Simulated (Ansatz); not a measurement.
Relaxation of BH5OS (8 atoms, charge 0, multiplicity 1), to a largest force component of 0.03 eV/Å in at most 50 steps.

All numbers below come from UKS BLYP/6-31G in Ansatz 0.2.0.

```xyz
8
Properties=species:S:1:pos:R:3
B -0.736 -0.786 -0.434
S 1.926 0.916 0.029
H -0.388 -1.931 -0.484
H -0.864 -0.072 -1.381
H 0.772 1.034 0.766
O -1.136 -0.196 0.829
H 1.513 1.838 -0.930
H -1.087 -0.803 1.606
```

Problem. Where does it end, and by what steps?

Solution. It converged. The force dipped under the threshold on the way, but the program's further checks kept it going. Limits of this set-up: no polarisation functions. After 25 steps the energy has fallen by 0.193 eV; H3 moved furthest, 1.53 Å.

```csv
step,energy less start (eV),largest force component (eV/Å),accepted
0,0.0000,1.342,yes
1,-0.0726,0.915,yes
2,-0.0949,0.224,yes
3,-0.0997,0.189,yes
4,-0.1027,0.183,yes
5,-0.1102,0.104,yes
6,-0.1118,0.600,yes
7,-0.1303,0.202,yes
8,-0.1212,0.706,no
9,-0.1379,0.141,yes
10,-0.1464,0.180,yes
11,-0.1548,0.325,yes
12,-0.1621,0.359,yes
13,-0.1686,0.382,yes
14,-0.1532,0.500,no
15,-0.1721,0.478,yes
16,-0.1856,0.170,yes
17,-0.1883,0.107,yes
18,-0.1905,0.096,yes
19,-0.1904,0.175,no
20,-0.1916,0.029,yes
21,-0.1925,0.055,yes
22,-0.1918,0.159,no
23,-0.1929,0.048,yes
24,-0.1932,0.040,yes
25,-0.1933,0.025,yes
```

```xyz
8
Properties=species:S:1:pos:R:3
B -1.118 -1.130 -0.501
S 1.994 1.967 0.604
H -1.903 -2.015 -0.279
H -0.865 -0.724 -1.595
H 1.007 0.976 0.527
O -0.438 -0.511 0.541
H 1.944 2.258 -0.755
H -0.622 -0.822 1.459
```

The run took 49 s on 1 thread of Arm Neoverse V2, with other jobs on the host, peak memory 0.13 GiB.
